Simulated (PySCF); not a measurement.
**Working out the ionisation energy of Ne**

Ne [Ne] (1S) → Ne⁺ [He] 2s2 2p5 (2P). All numbers are calculated (PySCF 2.14, no relativity, point nucleus, in def2-TZVPPD (6s4p3d1f, 40 functions)). Frozen: 1s2. Energies in hartree (1 hartree = 27.21139 eV):

| part | Ne (lower) | Ne⁺ (upper) |
| --- | --- | --- |
| UHF | -128.541803 | -127.818690 |
| CCSD correlation | -0.266443 | -0.206155 |
| (T) | -0.004434 | -0.002327 |

Question: What does Hartree-Fock give?

Answer: (-127.818690) − (-128.541803) = 0.723113 hartree = 19.677 eV.

Question: What do CCSD and CCSD(T) give?

Answer: The CCSD correlation energies differ by 0.060288 hartree = 1.641 eV and the triples by 0.002107 hartree = 0.057 eV, so CCSD gives 21.318 eV and CCSD(T) 21.375 eV.

Measured between the centres of the two terms (NIST): 21.597 eV, so CCSD(T) (valence) is off by -0.222 eV.

What remains against the reference includes basis incompleteness, the frozen core and higher excitations.
